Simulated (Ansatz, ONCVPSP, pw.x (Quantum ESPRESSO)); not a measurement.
**oxygen (O) (fcc): variants of one ONCV potential in the solid**

ONCVPSP 4.0.1.1 (patched build) input, shortened (lines: element, Z, core and valence counts, functional; n l f; lmax; l rc ep ncon nbas qcut; lloc lpopt rc5 dvloc0; l nproj debl; icmod fcfact rcfact), LDA (Perdew-Wang 92), scalar-relativistic:

```
  O 8.00    1    2  -001012      upf
    1    0    2.00
    2    0    1.00
    2    1    5.00
    2
    0    0.65    0.00    3    7    9.70
    1    1.70    0.00    4    8    7.10
    2    1.60    0.27    3    6    6.30
    4    4    0.60    0.00
    0    1    3.90
    1    2    0.70
    2    1    3.30
    3    4.25    1.10
```

Crystal test: fcc O in pw.x 7.5, no spin, 18³ k-points, Fermi–Dirac smearing 0.01 Ry, cutoffs set for each file from its atomic test. The reference is all-electron LAPW (Ansatz 0.2.0) with the same functional, mesh and smearing; V0 and B0 come from Birch–Murnaghan fits to the pressures at five volumes. Errors are pseudo minus all-electron; Δ is the rms difference of the E(V) curves that follow from these fits, minima aligned, over ±6 % about the mean V0. Mesh and smearing are coarse, so the numbers serve the comparison and aren't converged zero-temperature values; the lattice is a test structure that the element need not adopt. Spin polarisation is left out.

All-electron: a0 = 3.070 Å (V0 = 7.23 Å³/atom), B0 = 194.3 GPa.

2 further variants are left out: they gave no file fit for a test, a broken result, the same result as the base, or pressures whose basis-set error rivals the error shown.

| change | cutoffs (Ry) | pw.x | a0 (Å) | a0 error (%) | B0 error (%) | Δ (meV/atom) | mean pressure error (GPa) |
| --- | --- | --- | --- | --- | --- | --- | --- |
| base | 170/680 | converged | 3.080 | +0.35 | -1.4 | 3.2 | +2.09 |
| s: qcut 9.8 | 160/640 | converged | 3.080 | +0.35 | -1.3 | 3.2 | +2.07 |
| s: qcut 11.8; p: qcut 8.6; d: qcut 7.7 | 130/520 | converged | 3.077 | +0.25 | -0.9 | 2.3 | +1.49 |
| s: qcut 13.2; p: qcut 9.7; d: qcut 8.6 | 125/500 | converged | 3.076 | +0.19 | -0.7 | 1.8 | +1.14 |
